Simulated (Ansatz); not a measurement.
**InH₄⁺, triplet: reading a ladder of total energies**

Geometry: a PBE0/def2-TZVP stationary point for this spin, not checked as a minimum.

```yaml
atoms:
  - { symbol: In, position_ang: [0.0000, 0.0000, 0.0000] }
  - { symbol: H, position_ang: [0.7014, 0.7153, 1.4929] }
  - { symbol: H, position_ang: [-0.7091, -0.7053, 1.4940] }
  - { symbol: H, position_ang: [-0.7064, 0.7002, -1.4977] }
  - { symbol: H, position_ang: [0.7142, -0.7103, -1.4892] }
```

Basis def2-SVP with its core potentials; Ansatz 0.2.0. Only valence electrons are correlated (noble-gas cores and the filled d shells of p-block atoms frozen), which leaves 6 electrons in 37 orbitals. Prefix R: restricted or restricted open-shell reference. No spin–orbit coupling is included; scalar relativity enters through the core potentials alone.

Full CI is exact within this basis and frozen core; it isn't the basis-set limit.

Runs differ by some tens of microhartree through their thresholds and, for an open shell, their frozen cores, so steps under 0.03 kcal/mol mean nothing.

```json
{"level": "RHF", "total energy (hartree)": "-191.035469"}
{"level": "RMP2", "total energy (hartree)": "-191.110944"}
{"level": "RCCSD", "total energy (hartree)": "-191.135192"}
{"level": "RCCSD(T)", "total energy (hartree)": "-191.137101"}
{"level": "RCCSDT", "total energy (hartree)": "-191.137902"}
{"level": "RCCSDT(Q)", "total energy (hartree)": "-191.137940"}
{"level": "full CI", "total energy (hartree)": "-191.137950"}
```

Q: What is the correlation energy at full CI, and what share of it do RMP2 and RCCSD(T) recover?

A: E(corr) = -191.137950 − (-191.035469) = -0.102481 hartree = -2.789 eV. RMP2: -0.075475 / -0.102481 = 73.65 %. RCCSD(T): -0.101632 / -0.102481 = 99.17 %.

Q: By how many kcal/mol does RCCSD(T) miss full CI (1 hartree = 627.509 kcal/mol), and which steps make up the rest?

A: -191.137101 − (-191.137950) = 0.000849 hartree = 0.53 kcal/mol. Steps: RCCSDT − RCCSD(T) = -0.50, RCCSDT(Q) − RCCSDT = -0.02, full CI − RCCSDT(Q) = -0.01 kcal/mol. That is within 1 kcal/mol of the reference in this basis, which itself misses far more of the correlation at the basis-set limit.
